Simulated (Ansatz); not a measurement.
Wavefunction ladder for `C=CCC(=O)O`

Cartesian coordinates in Å:
```
C -0.7047 0.9865 -1.8071
C -0.7831 0.1286 -0.8019
C 0.4017 -0.4386 -0.0974
C 0.2817 -0.3795 1.4017
O -0.7310 -0.2053 2.0207
O 1.4706 -0.5809 1.9956
H 0.2508 1.3453 -2.1775
H -1.5945 1.3634 -2.2969
H -1.7522 -0.2018 -0.4404
H 0.5203 -1.5034 -0.3419
H 1.3309 0.0459 -0.4045
H 1.3096 -0.5602 2.9496
```

The species carries charge 0 and has multiplicity 1. The structure was optimised at the PBE0-D4/def2-TZVP level. It is one conformer, not always the lowest. Frozen core, restricted reference, Ansatz 0.2.0. CBS rows extrapolate triple and quadruple zeta; past MP2 they add the triple-zeta difference.

```csv
basis,HF (Eh),MP2 corr.,CCSD corr.,(T),CCSD(T) total
def2-SVP,-304.46110,-0.89461,-0.93828,-0.03074,-305.43012
def2-TZVPP,?,-1.11011,?,?,?
def2-QZVPP,-304.83160,-1.18951,–,–,–
CBS(def2),?,-1.24833,-1.27771,as TZ,?
```

(1) Fill in the withheld values. (Best estimate.)

## Answers

(1) Ansatz gave: def2-TZVPP HF (Eh): -304.81799; def2-TZVPP CCSD corr.: -1.13950; def2-TZVPP (T): -0.04953; def2-TZVPP CCSD(T) total: -306.00702; CBS(def2) HF (Eh): -304.83348; CBS(def2) CCSD(T) total: -306.16072.
